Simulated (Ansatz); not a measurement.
C (diamond): values from a third-order Birch-Murnaghan fit to a volume scan beside measured ones. Computed values: PBE (plane waves to 420 eV, PAW, scalar-relativistic; Ansatz, a program for electronic structure). C was relaxed with its symmetry unable to fall.

```tsv
quantity	reference	kind
Lattice constant a (Å)	3.553	measured, corrected to the static lattice
Bulk modulus B₀ (GPa)	454.7	measured, corrected to the static lattice
```

References as given in: Daniel Mejia-Rodriguez, S. B. Trickey, Physical Review B (2018), arXiv:1807.09216.

Problem. Estimate the PBE values and the sign and size of each difference.

Solution. 
| quantity | PBE | difference |
|---|---|---|
| Lattice constant a (Å) | 3.572 | +0.5 % |
| Bulk modulus B₀ (GPa) | 433 | -4.8 % |

PBE overestimates the lattice constant a by 0.5 %. For the bulk modulus B₀ it lies within 5 % of the reference.

(A scan under strain: stresses follow from slopes of the energy per volume, elastic moduli from its curvatures.)
